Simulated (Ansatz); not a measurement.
**[Cl···H···OH], doublet: the ladder up to UCCSDT(Q)**

Geometry: a point of a hydrogen-transfer path between rigid fragments, not a stationary point.

```xyz
4

Cl   -0.8424    0.0177    0.0000
H     0.6346    0.0177    0.0000
O     1.7036    0.0177    0.0000
H     1.9554   -0.9222    0.0000
```

Basis cc-pVDZ; Ansatz 0.2.0. Only valence electrons are correlated (noble-gas cores frozen), which leaves 15 electrons in 36 orbitals. Prefix R: restricted or restricted open-shell reference; prefix U: unrestricted. Active spaces: pair = (3e, 3o) about the gap; valence = (15e, 10o) chosen from the atoms' valence shells.

Full CI isn't at hand for all of this; UCCSDT(Q) serves as the reference, and is uncertain by about the last step of the cluster series. The frozen core follows each run's orbitals, which can shift R against U totals by a few meV.

For open shells CISD is restricted-active-space CI with the open shells as a complete middle space.

```
UHF ⟨S²⟩                          : 0.790
T1 diagnostic (RCCSD)             : 0.0220
largest doubles amplitude (RCCSD) : 0.042
T1 diagnostic (UCCSD)             : 0.0143
```

| level | E − E(UCCSDT(Q)) (kJ/mol) | share of correlation (%) | wall time |
| --- | --- | --- | --- |
| RHF | 985.9 | 0.00 | – |
| UHF | 951.9 | 3.45 | – |
| RMP2 | 76.0 | 92.29 | – |
| UMP2 | 90.6 | 90.81 | – |
| CISD | 102.8 | 89.58 | 3.8 s |
| RCCSD | 22.3 | 97.74 | – |
| UCCSD | 21.2 | 97.85 | – |
| RCCSD(T) | 3.6 | 99.64 | 6.5 s |
| UCCSD(T) | 3.6 | 99.63 | 5.5 s |
| BCCD(T) | 3.6 | 99.64 | 4.2 s |
| RCCSDT | 2.3 | 99.76 | – |
| UCCSDT | 2.2 | 99.77 | – |
| RCCSDT(Q) | 0.0 | 100.00 | 40 s |
| CASSCF (pair space) | 905.3 | 8.18 | – |
| NEVPT2 (pair space) | 82.0 | 91.68 | 2.1 s |
| MRCISD (pair space) | 87.8 | 91.10 | – |
| MRCISD+Q (pair space) | 11.6 | 98.82 | 2.8 s |
| CASSCF (valence space) | 807.3 | 18.12 | – |
| NEVPT2 (valence space) | 144.7 | 85.32 | 3 s |
| MRCISD (valence space) | 68.1 | 93.09 | – |
| MRCISD+Q (valence space) | 6.3 | 99.37 | 6 s |

The correlation energy at UCCSDT(Q), counted from RHF, is -10.218 eV. That run took 33 s on 1 thread of Arm Neoverse V2, shared host.

Times hold each run's SCF and search for its determinant on a shared host, so for small cases they say little of a method's own cost; they ran on 1 thread of Arm Neoverse V2.

Natural occupations of CASSCF (valence space) about the gap: 1.999 1.997 1.976 1.968 1.004 0.033 0.025; effectively unpaired electrons, Σ n²(2−n)², 1.01.
